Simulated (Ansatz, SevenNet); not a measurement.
For rutile TiO2, the machine-learned potential SevenNet-0 (trained on PBE and PBE+U data) gives:

* **equilibrium lattice constant a**: 4.650 Å
* **c axis length**: 2.970 Å
* **elastic constant C11**: 246 GPa
* **elastic constant C44**: 91.4 GPa
* **polycrystal shear modulus**: 92.8 GPa

What does r²SCAN (PAW; Ansatz, an electronic-structure program) give for the same quantities?


- lattice constant a: 4.597 Å (shrinks by 1.1 %)
- lattice parameter c: 2.954 Å (decreases by 0.5 %)
- elastic constant C11: 291 GPa (grows by 18 %)
- elastic constant C44: 128 GPa (increases by 40 %)
- Voigt–Reuss–Hill shear modulus: 120 GPa (goes up by 29 %)

For comparison: lattice constant a 4.587 Å (measured, 15 K, not corrected to a static lattice; as tabulated in Burdett, Hughbanks, Miller, Richardson, Smith, powder neutron diffraction …); lattice parameter c 2.954 Å (measured, 15 K, not corrected to a static lattice; as tabulated in Burdett, Hughbanks, Miller, Richardson, Smith, powder neutron diffraction …); elastic constant C11 268 GPa (measured, room temperature, no zero-point or thermal correction; as tabulated in Elasticity of TiO2 rutile to 1800 K); elastic constant C44 124 GPa (measured, room temperature, no zero-point or thermal correction; as tabulated in Elasticity of TiO2 rutile to 1800 K).

Changes are worked out from the printed values.

Unless a cell is named, each level is at its own relaxed cell (SevenNet-0 10.70, r²SCAN 10.40 Å³/atom).

Ansatz's density-functional and Hartree–Fock values are scalar-relativistic unless marked +SOC, with PAW data made under PBE.
